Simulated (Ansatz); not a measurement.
Basis-set extrapolation for `BC#C` (PBE0-D4/def2-TZVP geometry, frozen core, Ansatz 0.2.0). Multiplicity 1, RHF reference.

```json
{"": "HF", "cc-pV(T+d)Z": "-102.124898", "cc-pV(Q+d)Z": "-102.131418"}
{"": "MP2 correlation", "cc-pV(T+d)Z": "-0.399356", "cc-pV(Q+d)Z": "-0.424521"}
{"": "CCSD(T) correlation", "cc-pV(T+d)Z": "-0.442695", "cc-pV(Q+d)Z": "not run"}
```

Energies in hartree. Use E(X) = E(∞) + A·exp(−5.46·√X) for Hartree–Fock and E(X) = E(∞) + B·X^(−3.05) for correlation, with X = 3 and 4, and add CCSD(T) minus MP2 of the smaller set to the MP2 limit.

**Question.** What is the CCSD(T) energy at the basis-set limit?

**Answer.** HF limit: -102.131418 + (-0.006520) × 0.30130 = -102.13338. MP2 limit: -0.424521 + (-0.025165) × 0.71189 = -0.44244. Higher-order term: -0.442695 − (-0.399356) = -0.04334. Total: -102.61916 hartree, 135.4 kJ/mol below CCSD(T)/cc-pV(T+d)Z.
